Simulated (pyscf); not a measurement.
5 gas-phase steps of one pattern: four-centre exchange on the singlet surface, H–H + O–Zn or H–H + S–Zn broken and H–O + H–Zn or H–S + H–Zn formed. PySCF, gas phase, ωB97X-D3(BJ)/def2-SVP geometries. Electronic energies in kJ/mol, from the separated reactants; ΔE‡ at ωB97M-D3(BJ)/def2-TZVP, beside the barrier at r²SCAN/def2-TZVP on the same structures. Rows were drawn at random from the steps of this pattern with a verified saddle, stable references and no exit in the data more than 5 kcal/mol lower.

```tsv
row	step	ΔE‡(r²SCAN)	ΔE‡
1	H₃C–Zn–OH (SMILES [CH3][Zn][OH]) + H₂ (SMILES [H][H]) -> H₃C–ZnH (SMILES [CH3][ZnH]) + H₂O (SMILES O)	93.2	100.3
2	HS–Zn–SH (SMILES [SH][Zn][SH]) + H₂ (SMILES [H][H]) → H₂S (SMILES S) + HS–ZnH (SMILES [SH][ZnH])	123.2	143.0
3	HS–ZnH (SMILES [SH][ZnH]) + H₂ (SMILES [H][H]) -> ZnH₂ (SMILES [ZnH2]) + H₂S (SMILES S)	127.0	146.6
4	H₃C–Zn–SH (SMILES [CH3][Zn][SH]) + H₂ (SMILES [H][H]) → H₃C–ZnH (SMILES [CH3][ZnH]) + H₂S (SMILES S)	129.7	148.9
5	H₃C–CH₂–Zn–SH (SMILES C[CH2][Zn][SH]) + H₂ (SMILES [H][H]) -> H₃C–CH₂–ZnH (SMILES C[CH2][ZnH]) + H₂S (SMILES S)	126.5	?
```

### Question
From a straight line through the complete rows, estimate the missing barrier and say how far the line can be trusted.

### Answer
Over the 4 complete rows the means are +118.3 (ΔE‡(r²SCAN)) and 134.7 (ΔE‡); least squares gives b = 1.36 and a = -26.2 kJ/mol, with residuals of 1.1 kJ/mol (root mean square; largest 1.6, row 2). For row 5: -26.2 + 1.36 × (+126.5) = 145.8 kJ/mol. The computed barrier is 145.9 kJ/mol, 0.1 over the line. The line follows the complete rows closely. Each barrier is that of the saddle found. Elements up to Kr have no core potential and no relativistic terms here.
